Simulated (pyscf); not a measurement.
9 silicon, germanium or tin steps of one kind (four-centre exchange, closed-shell): reaction energy in kcal/mol, from the separated reactants or the lowest minimum found. Optimised with ωB97X-D3(BJ)/def2-SVP in PySCF. Functionals in def2-TZVP; the last column is ωB97M-D3(BJ)/def2-TZVP. Rows were drawn at random from the steps of this kind and element class whose saddle was verified and whose references are stable.

| step | PBE | PBE0-D3(BJ) | B3LYP-D3(BJ) | ωB97M-D3(BJ) |
|---|---|---|---|---|
| `[SnH3][SnH3]` + `[ClH]` -> `[Cl][SnH2][SnH3]` + `[H][H]` | -16.9 | -17.2 | -18.7 | -16.4 |
| `[NH2][SiH]([Cl])[Cl]` + `[ClH]` -> `[NH2][Si]([Cl])([Cl])[Cl]` + `[H][H]` | -17.6 | -18.6 | -18.6 | -18.4 |
| `[OH][SiH2][OH]` + `[ClH]` → `[OH][SiH]([OH])[Cl]` + `[H][H]` | -22.4 | -23.1 | -22.9 | -22.9 |
| `[GeH3][SnH3]` + `[FH]` → `[F][SnH2][GeH3]` + `[H][H]` | -10.1 | -7.5 | -10.7 | -8.7 |
| `[OH][GeH3]` + `[ClH]` → `[OH][GeH2][Cl]` + `[H][H]` | -16.1 | -16.4 | -16.8 | -15.7 |
| `[NH2][SiH3]` + `[OH2]` -> `[NH2][SiH2][OH]` + `[H][H]` | -20.9 | -20.8 | -22.5 | -22.1 |
| `[NH2][SiH3]` + `[ClH]` -> `[NH2][SiH2][Cl]` + `[H][H]` | -22.7 | -23.1 | -23.3 | -22.9 |
| `[O]1[SiH2][O][SiH2][O][SiH2]1` + `[F][CH2][F]` → `[F][SiH]1[O][SiH2][O][SiH2][O]1` + `[CH3][F]` | -47.3 | -48.3 | -49.7 | -50.1 |
| `[SiH3][SH]` + `[SH2]` → `[SH][SiH2][SH]` + `[H][H]` | -9.8 | -10.4 | -9.7 | -9.0 |

Differences from the last column (kcal/mol): PBE: mean +0.2, median +0.1, mean size 0.9, lower in 4 of 9; PBE0-D3(BJ): mean +0.1, median -0.2, mean size 0.9, lower in 6 of 9; B3LYP-D3(BJ): mean -0.7, median -0.4, mean size 0.8, lower in 8 of 9. PBE is closest for row 7 (0.1 kcal/mol apart) and farthest for row 8 (2.7 kcal/mol). PBE, r²SCAN and M06-2X carry no added dispersion term. The last column is a level with limits of its own. Elements up to Kr have no core potential and no relativistic terms here. Elements past Kr carry the def2 core potentials, without spin-orbit coupling.
